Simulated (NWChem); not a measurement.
allene (C3H4); SMILES C=C=C

```xyz
7

C      0.0000     0.0000     1.3165
C      0.0000     0.0000     0.0000
C      0.0000     0.0000    -1.3165
H     -0.6663     0.6663     1.8909
H      0.6663    -0.6663     1.8909
H     -0.6663    -0.6663    -1.8909
H      0.6663     0.6663    -1.8909
```
Atoms are numbered in this order, from 1.

Geometry: optimised at PBE-D3(BJ)/def2-SVP.

Problem. List the 6 lowest vertical singlet excitations from PBE/def2-SVP, full TDDFT (NWChem).

Solution. 
```
state  energy (eV)  oscillator strength  leading excitation (squared amplitude)
-----  -----------  -------------------  --------------------------------------
S1            5.78                0.000                  HOMO−1 → LUMO+1 (0.50)
S2            6.00                0.000                  HOMO−1 → LUMO+1 (0.50)
S3            7.14                0.000                    HOMO−1 → LUMO (0.47)
S4            8.22                1.128                    HOMO−1 → LUMO (0.46)
S5            8.25                0.003                    HOMO → LUMO+2 (0.98)
S6            8.25                0.003                  HOMO−1 → LUMO+2 (0.98)
```
